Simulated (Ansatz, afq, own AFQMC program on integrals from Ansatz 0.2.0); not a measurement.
## HBr, singlet: a scan with AFQMC

```yaml
atoms:
  - { symbol: Br, position_ang: [0.0000, 0.0000, 0.0000] }
  - { symbol: H, position_ang: [0.0000, 0.0000, 1.4206] }
```

The Br1–H2 distance is changed with both sides rigid. Energies in mEh count from this geometry (1.421 Å) at the same level; the start stands on RHF, each point on the determinant named.

Basis cc-pVDZ. Noble-gas cores (and the filled d shells of Ga–Kr and In–Xe) are frozen. Ansatz 0.2.0 and our own AFQMC program on the same integrals; the CISD trial comes from CCSD amplitudes, and released means the phaseless constraint is let go. Error bars are statistical, one sigma. No spin–orbit coupling.

Cautions, each for one point or more: (T) is large; cluster runs in doubt by the program's own checks; inner d shell frozen; no relativity below Rb; no spin-orbit coupling; restricted determinant unstable towards unrestricted; strong correlation.

| r(Br1–H2) / Å | det. | T1 | weight | B2PLYP | HF | CCSD(T) |
| --- | --- | --- | --- | --- | --- | --- |
| 1.115 | RHF | 0.004 | 0.94 | 82.4 | 79.7 | 83.0 |
| 1.715 | RHF | 0.008 | 0.92 | 25.4 | 30.8 | 25.2 |
| 2.226 | RHF | 0.017 | 0.87 | 102.8§ | 117.9 | 91.6 |
| 3.056 | RHF | 0.043 | 0.67 | 137.5§ | 219.4 | 130.3 |

Problem. Estimate the curve of full CI, counted from the same start.

Solution. 
```csv
r(Br1–H2) / Å,det.,T1,weight,FCI,ph-AFQMC/CISD,released AFQMC,CCSDT(Q)
1.115,RHF,0.004,0.94,83.1,83.1 ± 0.07,83.1 ± 0.05,83.1
1.715,RHF,0.008,0.92,25.1,25.3 ± 0.07,25.2 ± 0.06,25.1
2.226,RHF,0.017,0.87,91.1,91.9 ± 0.1,–,91.1
3.056,RHF,0.043,0.67,132.8,137.5 ± 0.3,–,132.6
```

Weight is that of the determinant in the CISD state; at the start T1 is 0.005 and the weight 0.94. A dash marks a missing value, a released energy that hasn't settled or a functional that sits on another state. § marks a functional whose ⟨S²⟩ is too high by over 0.1. Largest departures from full CI: CCSD(T) -2.5 mEh at 3.056 (on RHF), ph-AFQMC/CISD 4.6 mEh at 3.056 (on RHF), released AFQMC 0.1 mEh at 1.715 (on RHF) (within the noise), CCSDT(Q) -0.2 mEh at 3.056 (on RHF), B2PLYP -0.6 mEh at 1.115, HF 86.6 mEh at 3.056 (on RHF). Functionals count only at points shown to share the start's state and spin. In this small basis the wave-function levels are far from their limit, so their gap to the functionals isn't the functionals' error.

CCSDT and higher add their correlation energy to the determinant of the CCSD(T) run, since their own runs factorise the integrals more tightly (a shift of under 2 meV). A walk keeps the symmetry of its determinant, which the program's search chose and which needn't be the lowest solution, so a lower state of the same spin and another symmetry isn't excluded. Released energies are given only where the last usable release times agree within the noise; a slower fall can still hide under it.
